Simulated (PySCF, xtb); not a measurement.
NaCl, SMILES [Na][Cl].

Harmonic wavenumbers (cm⁻¹) from GFN2-xTB (xtb) at its own minimum, in rising order: 314.

What does PBE-D3(BJ)/def2-TZVPD run with PySCF 2.14.0 give at its own minimum? (Estimate from the structure and the level; the computed values follow.)

352. Paired by order, the mean absolute difference is 38 cm⁻¹ and the zero-point energies are 0.4 and 0.5 kcal/mol.
